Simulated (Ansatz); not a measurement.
Born–Oppenheimer molecular dynamics of CH₆BN (9 atoms, charge 0, multiplicity 1). It starts at the highest image of a converged band. Of that band: The profile has 2 maxima (images 2, 5) with wells between them (image 3): this band takes more than one step, which may be the mechanism or a detour left from its start path. Neighbouring images differ by up to 3.1 eV, so the band resolves the path poorly. A vibrational analysis at the climbing image gives one clearly imaginary mode, 219i cm⁻¹: a first-order saddle point.

Level of theory: RKS B3LYP-D4/6-31G* in Ansatz 0.2.0.

| Quantity | Value |
| --- | --- |
| ensemble | NVE (velocity Verlet) |
| time step | 0.5 fs |
| steps asked | 200 |
| starting velocities drawn for | 100 K |
| seed | 3959 |

Frames 0.5 fs apart, positions in Å.

Velocities at 10 fs (Å/ps):

```
B -0.10 -0.75 1.16
N 1.19 0.87 0.12
H 6.55 -6.10 0.60
H -1.14 -11.29 3.85
H 2.86 6.25 0.63
C -3.93 -0.11 0.58
H 12.99 1.56 -5.52
H 2.95 3.95 -12.81
H 7.18 2.94 -7.89
```

```xyz
9
Properties=species:S:1:pos:R:3 time_fs=10 energy_less_start_eV=0.037 T=59
B 0.397 0.202 -0.759
N 0.839 0.024 0.932
H 0.351 0.696 1.539
H 0.631 -0.922 1.291
H 1.840 0.186 1.021
C -1.208 -0.014 -0.669
H -1.514 -0.913 -0.062
H -1.753 0.818 -0.165
H -1.696 -0.146 -1.641
9
Properties=species:S:1:pos:R:3 time_fs=10.5 energy_less_start_eV=0.034 T=63
B 0.397 0.202 -0.758
N 0.839 0.024 0.933
H 0.354 0.693 1.539
H 0.631 -0.927 1.293
H 1.841 0.189 1.021
C -1.210 -0.014 -0.668
H -1.507 -0.912 -0.065
H -1.751 0.820 -0.172
H -1.692 -0.144 -1.645
9
Properties=species:S:1:pos:R:3 time_fs=11 energy_less_start_eV=0.033 T=64
B 0.397 0.202 -0.758
N 0.840 0.024 0.933
H 0.357 0.691 1.540
H 0.630 -0.932 1.294
H 1.843 0.192 1.021
C -1.212 -0.015 -0.668
H -1.500 -0.910 -0.068
H -1.748 0.822 -0.178
H -1.688 -0.143 -1.649
9
Properties=species:S:1:pos:R:3 time_fs=11.5 energy_less_start_eV=0.035 T=62
B 0.396 0.201 -0.757
N 0.840 0.025 0.933
H 0.360 0.688 1.542
H 0.630 -0.936 1.296
H 1.843 0.195 1.021
C -1.214 -0.015 -0.667
H -1.492 -0.908 -0.072
H -1.745 0.825 -0.185
H -1.683 -0.141 -1.653
9
Properties=species:S:1:pos:R:3 time_fs=12 energy_less_start_eV=0.037 T=59
B 0.396 0.201 -0.757
N 0.841 0.025 0.933
H 0.361 0.687 1.544
H 0.631 -0.939 1.297
H 1.843 0.197 1.021
C -1.216 -0.015 -0.667
H -1.485 -0.907 -0.076
H -1.742 0.827 -0.192
H -1.678 -0.139 -1.657
9
Properties=species:S:1:pos:R:3 time_fs=12.5 energy_less_start_eV=0.040 T=56
B 0.396 0.201 -0.756
N 0.841 0.025 0.933
H 0.363 0.686 1.547
H 0.632 -0.940 1.297
H 1.843 0.199 1.021
C -1.218 -0.015 -0.666
H -1.477 -0.906 -0.079
H -1.738 0.830 -0.198
H -1.673 -0.137 -1.661
9
Properties=species:S:1:pos:R:3 time_fs=13 energy_less_start_eV=0.042 T=54
B 0.395 0.200 -0.756
N 0.842 0.025 0.933
H 0.364 0.686 1.551
H 0.633 -0.939 1.297
H 1.843 0.201 1.021
C -1.220 -0.016 -0.666
H -1.470 -0.905 -0.083
H -1.735 0.834 -0.204
H -1.667 -0.134 -1.665
9
Properties=species:S:1:pos:R:3 time_fs=13.5 energy_less_start_eV=0.043 T=52
B 0.395 0.200 -0.756
N 0.842 0.024 0.933
H 0.364 0.686 1.555
H 0.636 -0.937 1.296
H 1.842 0.202 1.020
C -1.221 -0.016 -0.665
H -1.464 -0.905 -0.085
H -1.731 0.839 -0.210
H -1.661 -0.132 -1.668
9
Properties=species:S:1:pos:R:3 time_fs=14 energy_less_start_eV=0.044 T=52
B 0.394 0.200 -0.755
N 0.843 0.024 0.933
H 0.364 0.687 1.560
H 0.638 -0.933 1.295
H 1.841 0.202 1.020
C -1.223 -0.016 -0.665
H -1.458 -0.907 -0.087
H -1.728 0.844 -0.215
H -1.655 -0.130 -1.671
9
Properties=species:S:1:pos:R:3 time_fs=14.5 energy_less_start_eV=0.045 T=51
B 0.393 0.199 -0.755
N 0.843 0.024 0.933
H 0.363 0.688 1.565
H 0.642 -0.928 1.293
H 1.840 0.203 1.019
C -1.224 -0.017 -0.665
H -1.454 -0.909 -0.088
H -1.725 0.849 -0.219
H -1.649 -0.128 -1.673
9
Properties=species:S:1:pos:R:3 time_fs=15 energy_less_start_eV=0.046 T=49
B 0.392 0.199 -0.755
N 0.844 0.023 0.933
H 0.363 0.689 1.569
H 0.645 -0.923 1.292
H 1.839 0.203 1.018
C -1.225 -0.017 -0.665
H -1.450 -0.913 -0.088
H -1.722 0.855 -0.222
H -1.643 -0.126 -1.675
9
Properties=species:S:1:pos:R:3 time_fs=15.5 energy_less_start_eV=0.049 T=46
B 0.391 0.199 -0.755
N 0.844 0.023 0.933
H 0.362 0.689 1.574
H 0.649 -0.918 1.290
H 1.839 0.203 1.018
C -1.226 -0.017 -0.665
H -1.447 -0.917 -0.088
H -1.719 0.861 -0.225
H -1.636 -0.124 -1.677
```

Of the whole run (100 fs, mean temperature of the second half 86 K): The conserved energy stayed within 0.066 meV per atom of its start (net change 0.046 meV per atom), so the integration is sound. A run of 0.1 ps of so small a system gives no equilibrium averages. The orbitals stay closed-shell, which can raise the energy where a bond breaks towards radicals; this wasn't checked here.

Run time: 5.8 min on 1 thread of AMD EPYC 7R43 64-Core Processor (Zen 3), on a shared host, peak memory 0.12 GiB.
